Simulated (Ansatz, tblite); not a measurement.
# AlH2(SMe) (CH5AlS): one state, many levels

The task here is to estimate one member of a computed series from the others.

Method: as each input shows; program: Ansatz 0.2.0, Gaussian basis.

The runs, in order: GFN1-xTB, GFN2-xTB, PBE-D4/def2-TZVP, r2SCAN-D4/def2-TZVP, B97M-V/def2-TZVP, LDA/def2-TZVP, BHLYP-D4/def2-TZVP, ωB97M-V/def2-TZVP, BLYP-D4/def2-TZVP, ωB97X-V/def2-TZVP, HF/def2-TZVP, PBE-D4/def2-SVP, PBE0-D4/def2-SVP, HF/STO-3G, PBE0-D4/def2-TZVPD, PBE-D4/def2-TZVPD, r2SCAN-D4/def2-TZVPD, CCSD(T)/def2-TZVPP, MP2/def2-TZVP, RPA/def2-TZVP, CCSD(T)/def2-TZVPD.

### The structure

The geometry is that of the singlet, from an earlier relaxation (r2SCAN-D4/def2-TZVP).

8 atoms, charge 0, spin multiplicity 1.

Bond lengths: Al1–H2 1.584 Å, Al1–H3 1.579 Å, Al1–S4 2.169 Å, S4–C5 1.833 Å, C5–H6 1.089 Å, C5–H7 1.089 Å, C5–H8 1.089 Å. Angles: H2–Al1–H3 124.9°, H2–Al1–S4 117.8°, H3–Al1–S4 117.2°, Al1–S4–C5 103.0°, S4–C5–H6 111.6°, S4–C5–H7 108.4°, S4–C5–H8 108.5°, H6–C5–H7 109.4°, H6–C5–H8 109.4°, H7–C5–H8 109.4°.

As a file:

```xyz
8

Al    0.5375    1.2951   -1.0411
H     1.9050    1.0345   -0.2855
H     0.3184    2.3813   -2.1661
S    -1.1675    0.0667   -0.5022
C    -0.4903   -1.0272    0.8036
H     0.5669   -0.8334    0.9795
H    -0.6218   -2.0613    0.4890
H    -1.0482   -0.8556    1.7228
```

PBE0-D4/def2-TZVP was run before; its log isn't repeated, and its numbers join the tables.

The first run:

Tight binding, by tblite at 300 K electronic temperature and without a spin-polarisation term:

```python
tblite.interface.Calculator('GFN1-xTB', numbers, positions, charge=0, uhf=0).singlepoint()
```

Tight binding, by tblite at 300 K electronic temperature and without a spin-polarisation term:

```python
tblite.interface.Calculator('GFN2-xTB', numbers, positions, charge=0, uhf=0).singlepoint()
```

start.molden holds the orbitals of an earlier run on this state, given as this run's starting guess.

in.yaml reads:

```yaml
crystal:
  periodic: [false, false, false]
  atoms:
    - {symbol: Al, position_ang: [0.537466, 1.295131, -1.041083]}
    - {symbol: H, position_ang: [1.904969, 1.034482, -0.285486]}
    - {symbol: H, position_ang: [0.318433, 2.381304, -2.166134]}
    - {symbol: S, position_ang: [-1.167509, 0.066680, -0.502239]}
    - {symbol: C, position_ang: [-0.490277, -1.027249, 0.803609]}
    - {symbol: H, position_ang: [0.566920, -0.833449, 0.979478]}
    - {symbol: H, position_ang: [-0.621827, -2.061349, 0.489017]}
    - {symbol: H, position_ang: [-1.048176, -0.855550, 1.722839]}
basis:
  gaussian: {orbitals: def2-TZVP, initial_orbitals: start.molden}
hamiltonian: {xc: pbe, dispersion: d4}
scf: {omitted_lower_state_checks: [starts]}
output: {orbitals: {seedname: orbitals}}
```

Run with:

```sh
> ansatz run in.yaml --threads 4 --pin off --events-out ev --progress --plain --max-ram 3916MiB
```

Steps of the session up to this table: PBE-D4/def2-TZVP; r2SCAN-D4/def2-TZVP; B97M-V/def2-TZVP; LDA/def2-TZVP; BHLYP-D4/def2-TZVP; ωB97M-V/def2-TZVP; BLYP-D4/def2-TZVP; ωB97X-V/def2-TZVP; HF/def2-TZVP; PBE-D4/def2-SVP; PBE0-D4/def2-SVP; HF/STO-3G; PBE0-D4/def2-TZVPD; PBE-D4/def2-TZVPD; r2SCAN-D4/def2-TZVPD; CCSD(T)/def2-TZVPP; MP2/def2-TZVP; RPA/def2-TZVP; CCSD(T)/def2-TZVPD.

One of the session's tables, all rows but one given; the rest of the session is left out.

It belongs to the step «Levels side by side». 

| level | HOMO (eV) | LUMO (eV) | gap (eV) |
| --- | --- | --- | --- |
| HF/STO-3G | -6.26 | 8.64 | 14.90 |
| HF/def2-TZVP | -9.83 | 1.39 | 11.22 |
| LDA/def2-TZVP | -6.21 | -2.23 | 3.98 |
| PBE-D4/def2-SVP | -6.03 | -1.93 | 4.10 |
| PBE-D4/def2-TZVP | -6.09 | -2.01 | 4.09 |
| PBE-D4/def2-TZVPD | -6.12 | -2.05 | 4.07 |
| BLYP-D4/def2-TZVP | -5.92 | -1.88 | 4.04 |
| r2SCAN-D4/def2-TZVP | -6.33 | -1.69 | 4.64 |
| r2SCAN-D4/def2-TZVPD | -6.35 | -1.71 | 4.63 |
| B97M-V/def2-TZVP | -6.43 | -1.89 | 4.54 |
| PBE0-D4/def2-SVP | -7.18 | -1.21 | 5.96 |
| PBE0-D4/def2-TZVP | -7.22 | -1.27 | 5.95 |
| PBE0-D4/def2-TZVPD | -7.24 | -1.31 | 5.93 |
| BHLYP-D4/def2-TZVP | ? | ? | ? |
| ωB97X-V/def2-TZVP | -9.53 | 0.60 | 10.13 |
| ωB97M-V/def2-TZVP | -9.38 | 0.34 | 9.73 |

Estimate the missing values for BHLYP-D4/def2-TZVP.

**Answer.** HOMO (eV): -8.21; LUMO (eV): -0.51; gap (eV): 7.70. In the column «HOMO (eV)» it lies between ωB97M-V/def2-TZVP (-9.38) and PBE0-D4/def2-TZVPD (-7.24).
